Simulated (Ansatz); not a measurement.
Born–Oppenheimer molecular dynamics of CHF3 (5 atoms, charge 0, multiplicity 1). It starts at the highest image of a converged band, a first-order saddle point between two minima.

Computed with RKS PBE-D4/def2-SVP in Ansatz 0.2.0.

```yaml
ensemble: NVE (velocity Verlet)
time_step: 0.5 fs
steps_asked: 200
starting_velocities_drawn_for: 100 K
seed: 2389
```

First frame:

```xyz
5
Properties=species:S:1:pos:R:3
C -0.236 -0.193 -0.366
F -0.391 -1.375 0.148
F 0.755 -0.212 -1.204
H -0.495 0.820 0.286
F 0.367 0.960 1.135
```

(1) How far do the bonds stretch over the last three quarters of this one trajectory? (Pairs bonded in most of those frames.)

## Answers

(1) 
| bond | mean (Å) | spread (Å) | shortest | longest |
| --- | --- | --- | --- | --- |
| C1–F2 | 1.359 | 0.040 | 1.29 | 1.42 |
| C1–F3 | 1.364 | 0.053 | 1.28 | 1.45 |
| C1–H4 | 1.180 | 0.096 | 1.00 | 1.37 |
| C1–F5 | 1.412 | 0.135 | 1.18 | 1.63 |

Mean temperature of the second half: 3688 K. The conserved energy stayed within 1.2 meV per atom of its start (net change 0.38 meV per atom), so the integration is sound. The kinetic energy rose, since the run started high on the potential surface and went downhill. A run of 0.1 ps of so small a system gives no equilibrium averages. The orbitals stay closed-shell, which can raise the energy where a bond breaks towards radicals; this wasn't checked here.

The run took 6.7 min on 1 thread of Intel(R) Xeon(R) Processor @ 2.50GHz (Skylake/Cascade Lake) (shared host), peak memory 0.11 GiB.
